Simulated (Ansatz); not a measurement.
Harmonic frequencies (cm⁻¹) at PBE0-D4/def2-TZVP from Ansatz: 470, 530, 1126, 1243, 2409, 3798.

Each molecule was computed in one conformer, which needn't be the lowest.

**Question.** Which molecule is it?
A. `N=C=O`
B. `B[S][AlH2]`
C. `N#CO`
D. `B1[SiH2]S1`

**Answer.** C.
